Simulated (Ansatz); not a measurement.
The first iterations of a band of ClH3Si + H3N (9 atoms, charge 0, multiplicity 1).

Computed with RKS PBE-D4/def2-SVP (Ansatz).

```yaml
movable_images: 7
climbing_image: yes
spring: 5.0 eV/Å²
optimiser: quadratic models (default)
start_path: through a guess of the saddle point
force_threshold: 0.05 eV/Å
iteration_limit: 60
end_points: relaxed
```

First end point:

```xyz
9
Properties=species:S:1:pos:R:3
Si 0.237 0.021 0.016
Cl 0.552 0.240 2.086
H 1.656 0.053 -0.509
H -0.452 1.193 -0.614
H -0.304 -1.322 -0.368
N -2.280 -0.044 0.994
H -3.082 -0.204 0.368
H -2.463 0.840 1.488
H -2.315 -0.777 1.715
```

Last end point:

```xyz
9
Properties=species:S:1:pos:R:3
Si -0.451 -0.022 -0.410
Cl -0.201 0.528 3.262
H 0.611 -0.980 0.035
H 0.009 1.402 -0.345
H -0.845 -0.345 -1.830
N -1.796 -0.172 0.753
H -2.190 -1.114 0.864
H -2.570 0.492 0.628
H -1.017 0.210 2.219
```

| iteration | highest image above the first end (eV) | largest band force component (eV/Å) |
| --- | --- | --- |
| 1 | 3.961 | 6.805 |
| 2 | 2.574 | 2.293 |
| 3 | 1.298 | 1.482 |
| 4 | 0.962 | 1.235 |
| 5 | 0.846 | 0.622 |

Task: Does the band converge within its limit, and where does its top end?

Result: It converged. It ended after 16 iterations with the highest image 0.596 eV above the first end. A vibrational analysis at the climbing image gives one clearly imaginary mode, 145i cm⁻¹: a first-order saddle point. The orbitals stay closed-shell, which can raise the energy where a bond breaks towards radicals; this wasn't checked here.

Run time: 5.3 min on 2 threads of AMD EPYC 7571 (shared host), peak memory 0.14 GiB.
